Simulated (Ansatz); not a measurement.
The parent structure is Pd in the fcc (Cu type) structure (space group Fm-3m, No. 225; a = 3.911 Å).

Computed with Ansatz (an electronic-structure program) r2SCAN, no spin-orbit coupling, earlier PAW set.

Modification: every Pd is replaced by Ag; the structure is relaxed again.

Measured lattice parameter a: Pd 3.876 Å (static lattice; corrected from measurement; as listed in Daniel Mejia-Rodriguez, S. B. Trickey, Phys. Rev. B (2018)); Ag 4.062 Å (static lattice; corrected from measurement; as listed in Daniel Mejia-Rodriguez, S. B. Trickey, Phys. Rev. B (2018)).

Task: How well does r2SCAN reproduce the measured shift?

Result: With r2SCAN the lattice parameter a moves by +0.194 Å (3.911 → 4.106) against +0.186 Å measured.

Stability against distortions was not tested. The final runs are not spin-polarised. Pd has a high density of states at the Fermi level and may be magnetic at this level.
